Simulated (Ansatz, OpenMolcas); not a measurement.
**CF+ (SMILES [C+]F): the vertical energy of the triplet above the singlet, rung by rung**

CF+: 2 atoms, total charge +1, spin state singlet. As SMILES, `[C+]F`. The shape is that of a PBE0-D4/def2-TZVP optimisation.

```xyz
2

C     0.4923   -0.1608    0.2532
F    -0.4923    0.1608   -0.2532
```

Each level gives the vertical energy of the triplet above the singlet (eV). The values are calculated.

```csv
level,kind,program,value (eV),less CCSD(T)/aug-cc-pVTZ,CPU time (all runs)
HF/aug-cc-pVTZ,Hartree–Fock,OpenMolcas,3.63,-1.33,21 s
BLYP/aug-cc-pVTZ,GGA,Ansatz,4.77,-0.19,5.2 s
r2SCAN/aug-cc-pVTZ,meta-GGA,OpenMolcas,4.27,-0.69,2.8 min
BHLYP/aug-cc-pVTZ,global hybrid,OpenMolcas,4.57,-0.39,47 s
wB97X/aug-cc-pVTZ,range-separated hybrid,Ansatz,4.76,-0.20,15 s
B2PLYP/aug-cc-pVTZ,double hybrid,Ansatz,4.76,-0.20,5.9 s
MP2/aug-cc-pVTZ,perturbation theory,Ansatz,4.73,-0.23,2.4 s
CCSD(T)/aug-cc-pVTZ,coupled cluster or CI,Ansatz,4.96,0.00,14 s
```

Differences are taken from CCSD(T)/aug-cc-pVTZ for orientation; it has basis-set and higher-order errors of its own. The values span 3.63 to 4.96 eV. Times are those of the runs behind each value, whatever else they computed, on shared processors of several kinds: orders of magnitude only.
